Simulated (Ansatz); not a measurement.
**HAlC, triplet along the distance Al1-C2**

Starting geometry (PBE0/def2-TZVP stationary point for this spin, not checked as a minimum):

```xyz
3

Al    0.0000    0.0000    0.1051
C     0.0000    0.0000   -1.8111
H     0.0000    0.0000    1.7060
```

From there C2 moves along the line of the two atoms named below, all else staying in place; atoms are numbered as listed. Energies are in kJ/mol, counted from the starting geometry at the same level.

Basis cc-pVDZ; Ansatz 0.2.0. Only valence electrons are correlated (noble-gas cores frozen). R marks a restricted (for open shells ROHF) determinant, U an unrestricted one. Active spaces: valence = (8e, 9o) chosen from the atoms' valence shells.

Unrestricted rows (U) aren't spin-pure: their determinants' ⟨S²⟩ exceeds S(S+1) by up to 0.25, so they mix in states of higher spin. Coupled cluster chose its determinant by trial CCSD, here up to 0.14 eV above the lowest Hartree–Fock solution of its kind. For open shells CISD and CISDTQ are restricted-active-space CI with the open shells as a complete middle space. Runs in a small pair space aren't shown, since their orbitals change along the scan.

Full CI is exact within this basis and frozen core; it isn't the basis-set limit. The frozen core follows each run's orbitals, which can shift R against U totals by a few meV.

| distance Al1-C2 (Å) | full CI | unpaired electrons (full CI) | error RHF | error RCCSD | error UCCSD | error UCCSDT | error CISDTQ | error NEVPT4(SD) (valence space) |
| --- | --- | --- | --- | --- | --- | --- | --- | --- |
| 1.727 | 53.6 | 2.10 | -17.9 | -4.4 | -4.3 | -0.4 | -0.4 | 0.0 |
| 1.916 | 0.0 | 2.13 | 0.0 | 0.0 | 0.0 | 0.0 | 0.0 | 0.0 |
| 2.104 | 7.6 | 2.17 | 8.7 | 2.7 | 2.3 | -0.1 | 0.3 | -0.1 |
| 2.671 | 108.3 | 2.21 | -41.1 | -5.0 | -5.2 | -0.7 | 0.0 | 0.7 |
| 3.614 | 171.8 | 2.12 | -89.1 | -20.4 | -20.4 | -2.0 | -1.0 | 2.1 |
| 5.216 | 181.3 | 2.12 | -94.0 | -21.9 | -22.0 | -2.1 | -1.1 | 0.3 |

Unpaired electrons are Σ n²(2−n)² over natural occupations. Errors are those of relative energies. In total energy the starting point itself misses full CI by: RHF 496.4, RCCSD 28.9, UCCSD 28.7, UCCSDT 2.2, CISDTQ 2.3, NEVPT4(SD) (valence space) 7.9 kJ/mol.

Spread of the error over the points with a reference, to 5.216 Å (largest less smallest): CISDTQ 1.4, NEVPT4(SD) (valence space) 2.1, UCCSDT 2.1, UCCSD 24.3, RCCSD 24.7, RHF 102.7 kJ/mol.
